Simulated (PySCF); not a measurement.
**C2H5, SMILES `[CH2]C` (charge 0, multiplicity 2)**

The numbers are results of PySCF with PBE-D3(BJ)/def2-TZVP // TPSSh-D3(BJ)/def2-TZVP, not measurements.

| Quantity | Value |
|---|---|
| highest occupied spin orbital | -4.56 eV |
| dipole moment | 0.073 e·Å |
| total energy | -79.0671 Ha |
| cost | about 60 core-seconds (a rough figure) |

```xyz
7

C      0.8615    -0.0810    -0.0622
C     -0.6165     0.0675    -0.0014
H      1.5137     0.7601     0.1399
H      1.3186    -1.0579    -0.1643
H     -0.9370     1.0601    -0.3297
H     -1.1236    -0.6790    -0.6190
H     -0.9987    -0.0620     1.0239
```
Charge 0, spin multiplicity 2.
